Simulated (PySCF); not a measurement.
Ionisation energies (eV) were calculated with PySCF 2.14 by PBE0, LDA, MP2 (valence), in another order, as differences of total energies without spin-orbit coupling. The measured values are between term centres (NIST).

```
                       species  measured       A       B       C
 B (dyall-av3z, spin-free X2C)     8.297   8.645   8.644   8.264
C⁺ (dyall-av3z, spin-free X2C)    24.378  24.772  24.834  24.380
 C (dyall-av3z, spin-free X2C)    11.262  11.690  11.511  11.250
 O (dyall-av3z, spin-free X2C)    13.608  13.993  13.834  13.327
Ne (dyall-av3z, spin-free X2C)    21.597  22.172  21.433  21.625
Si (dyall-av3z, spin-free X2C)     8.157   8.224   8.209   8.038
Ca (dyall-av3z, spin-free X2C)     6.113   6.235   6.015   5.695
As (dyall-av3z, spin-free X2C)    10.008  10.027   9.942   9.898
```

Which column is which method?

A is LDA (mean error 0.29 eV); B is PBE0 (mean error 0.13 eV); C is MP2 (valence) (mean error -0.12 eV). LDA overbinds the outer electron and comes out highest. PBE0, with a quarter of exact exchange, lies close to experiment on average. Valence MP2 in a finite basis recovers only part of the missing correlation, so it stays below experiment on average.
